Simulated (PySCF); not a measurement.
Spectra and structures to be paired. The calculation used PySCF, TDDFT CAM-B3LYP/def2-SVPD, vertical, gas phase, core orbitals frozen in the response. Geometries: GFN2-xTB; one conformer of each isolated species. Triplets are in the Tamm–Dancoff approximation.

A. `C=CCC(=O)O`
B. `C=CC(=O)OC`
C. `C=COC(C)=O`
D. `CCC(=O)C=O`

Lowest singlet levels (six at most, fewer where fewer were computed) with oscillator strengths:

1. 5.12 eV (f 0.000); 6.53 eV (f 0.327); 7.07 eV (f 0.151); 7.58 eV (f 0.001); 8.08 eV (f 0.042); 8.10 eV (f 0.044); T1 3.91 eV
2. 5.82 eV (f 0.009); 7.20 eV (f 0.207); 7.42 eV (f 0.042); 7.76 eV (f 0.093); 7.86 eV (f 0.109); 8.19 eV (f 0.006); T1 4.46 eV
3. 2.81 eV (f 0.000); 4.53 eV (f 0.000); 6.71 eV (f 0.000); 7.04 eV (f 0.042); 7.20 eV (f 0.000); 7.24 eV (f 0.018); T1 2.26 eV
4. 5.85 eV (f 0.001); 6.66 eV (f 0.447); 7.25 eV (f 0.049); 7.83 eV (f 0.089); 7.99 eV (f 0.003); 8.10 eV (f 0.030); T1 4.28 eV

Problem. Which spectrum belongs to which structure?

Solution. 1 = B, 2 = A, 3 = D, 4 = C.
- A: S1 at 5.82 eV, HOMO-1→LUMO (36%), HOMO→LUMO (31%), HOMO-1→LUMO+2 (15%); Löwdin shares by element: HOMO carbon 67% or more, oxygen 14% or more (atoms not listed hold the other 18%); LUMO carbon 54% or more, oxygen 15% or more (atoms not listed hold the other 31%); HOMO -9.14 and LUMO 0.73 eV.
- B: S1 at 5.12 eV, HOMO→LUMO (87%); Löwdin shares by element: HOMO (one of a set within 0.03 eV) oxygen 73%, carbon 18% or more; LUMO carbon 67% or more, oxygen 13% or more (atoms not listed hold the other 20%); HOMO -9.69 and LUMO -0.29 eV; point group Cs, 1 of its 6 listed states under f = 0.0005.
- C: S1 at 5.85 eV, HOMO-1→LUMO (78%), HOMO-1→LUMO+3 (19%); Löwdin shares by element: HOMO carbon 64% or more, oxygen 24%; LUMO carbon 58% or more, oxygen 18% or more (atoms not listed hold the other 24%); HOMO -8.85 and LUMO 0.63 eV; point group Cs.
- D: S1 at 2.81 eV, HOMO→LUMO (97%); Löwdin shares by element: HOMO oxygen 58%, carbon 25% or more (atoms not listed hold the other 17%); LUMO oxygen 47%, carbon 45% or more; HOMO -9.03 and LUMO -1.64 eV; point group Cs, 4 of its 6 listed states under f = 0.0005.
A and C have S1 within 0.04 eV of each other; their strongest listed levels stand at 7.20 eV (f 0.207) and 6.66 eV (f 0.447).
